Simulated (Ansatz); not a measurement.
# CH4Si: one structure at several levels

The task here is to estimate one member of a computed series from the others.

Method: single points in def2-TZVPP; program: Ansatz 0.2.0, Gaussian basis.

Correlated methods freeze the cores.

### Where the work starts

6 atoms, charge 0, spin multiplicity 1.

Atoms are counted from 1 here; the program's logs count them from 0.

Bond lengths: H1–C2 1.290 Å, C2–Si3 1.912 Å, C2–H5 1.132 Å, C2–H6 1.111 Å, Si3–H4 1.504 Å. Angles: H1–C2–Si3 65.1°, H1–C2–H5 112.0°, H1–C2–H6 105.6°, Si3–C2–H5 126.3°, Si3–C2–H6 118.7°, H5–C2–H6 113.6°, C2–Si3–H4 96.5°.

Geometry (Å):

```mol
CH4Si
  3D, bonds by distance, orders not assigned

  6  5  0  0  0  0  0  0  0  0999 V2000
   -0.5515   -0.1863    0.8326 H   0  0
   -0.4159    0.2439   -0.3761 C   0  0
    0.8204   -1.1213    0.1374 Si  0  0
    1.8539   -0.2012    0.7260 H   0  0
   -0.2095    1.3563   -0.4100 H   0  0
   -1.3476   -0.0516   -0.9044 H   0  0
  1  2  8  0
  2  3  8  0
  2  5  8  0
  2  6  8  0
  3  4  8  0
M  END
```

The first run:

File run/in.yaml:

```yaml
crystal:
  periodic: [false, false, false]
  atoms:
    - {symbol: H, position_ang: [-0.551500, -0.186300, 0.832600]}
    - {symbol: C, position_ang: [-0.415900, 0.243900, -0.376100]}
    - {symbol: Si, position_ang: [0.820400, -1.121300, 0.137400]}
    - {symbol: H, position_ang: [1.853900, -0.201200, 0.726000]}
    - {symbol: H, position_ang: [-0.209500, 1.356300, -0.410000]}
    - {symbol: H, position_ang: [-1.347600, -0.051600, -0.904400]}
basis:
  gaussian: {orbitals: def2-TZVPP}
correlation: {method: ccsd_t}
output: {forces: true}
```

No record of the launch command was kept for these runs.

Steps of the session up to this table: CCSD(T)/def2-TZVPP; PBE0-D4/def2-TZVPP; wB97M-V/def2-TZVPP; r2SCAN-D4/def2-TZVPP; PBE-D4/def2-TZVPP; CAM-B3LYP-D4/def2-TZVPP; r2SCANh-D4/def2-TZVPP.

One of the session's tables, all rows but one given; the rest of the session is left out.

| method | RMS force component (eV/Å) | angle to CCSD(T) forces (°) | dipole (D) |
| --- | --- | --- | --- |
| CCSD(T) | 0.788 | reference | 1.28 |
| PBE0-D4 | 0.815 | 5.5 | 1.38 |
| wB97M-V | 0.831 | 3.3 | 1.21 |
| r2SCAN-D4 | 0.781 | 5.9 | 1.46 |
| PBE-D4 | ? | ? | ? |
| CAM-B3LYP-D4 | 0.854 | 4.7 | 1.28 |
| r2SCANh-D4 | 0.810 | 5.7 | 1.44 |

**Question.** Estimate the row for PBE-D4.

The run gave: RMS force component (eV/Å): 0.726; angle to CCSD(T) forces (°): 10.8; dipole (D): 1.38. In the column «RMS force component (eV/Å)» it is the lowest.
